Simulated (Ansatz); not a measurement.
## [H···H···CH₃], doublet: the ladder up to UCCSDT(Q)

Geometry: a point of a hydrogen-transfer path between rigid fragments, not a stationary point.

```xyz
6

H    -2.1093    0.0000    0.0000
H    -1.0183    0.0000    0.0000
C     0.2097    0.0000    0.0000
H     0.2097   -1.0800    0.0000
H     0.2097    0.5400    0.9353
H     0.2097    0.5400   -0.9353
```

Basis cc-pVDZ; Ansatz 0.2.0. Correlated methods freeze the noble-gas cores, which leaves 9 electrons in 38 orbitals. R marks a restricted (for open shells ROHF) determinant, U an unrestricted one. Active spaces: valence = (9e, 9o) chosen from the atoms' valence shells; pair = (3e, 3o) about the gap.

Full CI isn't at hand for all of this; UCCSDT(Q) serves as the reference, and is uncertain by about the last step of the cluster series. The frozen core follows each run's orbitals, which can shift R against U totals by a few meV.

For open shells CISD is restricted-active-space CI with the open shells as a complete middle space.

```
UHF ⟨S²⟩                          : 0.789
T1 diagnostic (RCCSD)             : 0.0247
largest doubles amplitude (RCCSD) : 0.065
T1 diagnostic (UCCSD)             : 0.0144
```

```json
{"level": "RHF", "E − E(UCCSDT(Q)) (kJ/mol)": "559.9", "share of correlation (%)": "0.00", "wall time": "–"}
{"level": "UHF", "E − E(UCCSDT(Q)) (kJ/mol)": "536.2", "share of correlation (%)": "4.24", "wall time": "–"}
{"level": "RMP2", "E − E(UCCSDT(Q)) (kJ/mol)": "83.6", "share of correlation (%)": "85.07", "wall time": "–"}
{"level": "UMP2", "E − E(UCCSDT(Q)) (kJ/mol)": "87.7", "share of correlation (%)": "84.34", "wall time": "–"}
{"level": "CISD", "E − E(UCCSDT(Q)) (kJ/mol)": "44.2", "share of correlation (%)": "92.10", "wall time": "0.63 s"}
{"level": "RCCSD", "E − E(UCCSDT(Q)) (kJ/mol)": "15.0", "share of correlation (%)": "97.32", "wall time": "–"}
{"level": "UCCSD", "E − E(UCCSDT(Q)) (kJ/mol)": "14.3", "share of correlation (%)": "97.44", "wall time": "–"}
{"level": "RCCSD(T)", "E − E(UCCSDT(Q)) (kJ/mol)": "2.0", "share of correlation (%)": "99.64", "wall time": "0.45 s"}
{"level": "UCCSD(T)", "E − E(UCCSDT(Q)) (kJ/mol)": "2.1", "share of correlation (%)": "99.63", "wall time": "0.45 s"}
{"level": "BCCD(T)", "E − E(UCCSDT(Q)) (kJ/mol)": "2.0", "share of correlation (%)": "99.64", "wall time": "0.6 s"}
{"level": "RCCSDT", "E − E(UCCSDT(Q)) (kJ/mol)": "0.6", "share of correlation (%)": "99.89", "wall time": "–"}
{"level": "UCCSDT", "E − E(UCCSDT(Q)) (kJ/mol)": "0.5", "share of correlation (%)": "99.90", "wall time": "–"}
{"level": "RCCSDT(Q)", "E − E(UCCSDT(Q)) (kJ/mol)": "0.0", "share of correlation (%)": "100.00", "wall time": "9.5 s"}
{"level": "CASSCF (pair space)", "E − E(UCCSDT(Q)) (kJ/mol)": "492.4", "share of correlation (%)": "12.06", "wall time": "–"}
{"level": "NEVPT2 (pair space)", "E − E(UCCSDT(Q)) (kJ/mol)": "76.1", "share of correlation (%)": "86.42", "wall time": "0.18 s"}
{"level": "MRCISD (pair space)", "E − E(UCCSDT(Q)) (kJ/mol)": "34.3", "share of correlation (%)": "93.88", "wall time": "–"}
{"level": "MRCISD+Q (pair space)", "E − E(UCCSDT(Q)) (kJ/mol)": "3.2", "share of correlation (%)": "99.43", "wall time": "0.33 s"}
{"level": "CASSCF (valence space)", "E − E(UCCSDT(Q)) (kJ/mol)": "316.4", "share of correlation (%)": "43.49", "wall time": "–"}
{"level": "NEVPT2 (valence space)", "E − E(UCCSDT(Q)) (kJ/mol)": "75.6", "share of correlation (%)": "86.50", "wall time": "1.6 s"}
{"level": "NEVPT4(SD) (valence space)", "E − E(UCCSDT(Q)) (kJ/mol)": "8.1", "share of correlation (%)": "98.55", "wall time": "2.6 s"}
{"level": "MRCISD (valence space)", "E − E(UCCSDT(Q)) (kJ/mol)": "14.1", "share of correlation (%)": "97.48", "wall time": "–"}
{"level": "MRCISD+Q (valence space)", "E − E(UCCSDT(Q)) (kJ/mol)": "0.8", "share of correlation (%)": "99.86", "wall time": "3 s"}
```

The correlation energy at UCCSDT(Q), counted from RHF, is -5.803 eV. That run took 8 s on 1 thread of Intel Xeon 6975P-C, shared host.

Times hold each run's SCF and search for its determinant on a shared host, so for small cases they say little of a method's own cost; they ran on 1 thread of Intel Xeon 6975P-C.

Natural occupations of CASSCF (valence space) about the gap: 1.984 1.978 1.978 1.963 1.000 0.037 0.021 0.019 0.019; effectively unpaired electrons, Σ n²(2−n)², 1.02.
